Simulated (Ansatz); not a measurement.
Cartesian coordinates in Å:
```
C 0.9183 -0.2424 -0.2364
C 0.1848 0.9885 0.3185
N -1.0726 0.4281 -0.2015
C -0.4650 -0.9110 -0.2581
H 1.3073 -0.0708 -1.2401
H 1.6909 -0.6948 0.3833
H 0.2369 1.0304 1.4152
H 0.4515 1.9692 -0.0841
H -1.8812 0.5224 0.3993
H -0.6351 -1.5185 0.6415
H -0.7358 -1.5011 -1.1376
```

Charge 0, multiplicity 1.

(1) List the CAM-B3LYP/def2-TZVPP orbital energies in eV (Ansatz). (Best estimate.)

## Answers

(1) Computed: Occupied: -390.91, -279.30, -279.30, -278.65, -27.55, -21.69, -20.41, -17.15, -15.99, -15.04, -12.77, -12.29, -11.70, -10.82, -10.46, -7.91. Lowest empty: 2.00, 2.55, 3.05, 3.21, 3.99, 4.69, 4.71, 5.17.
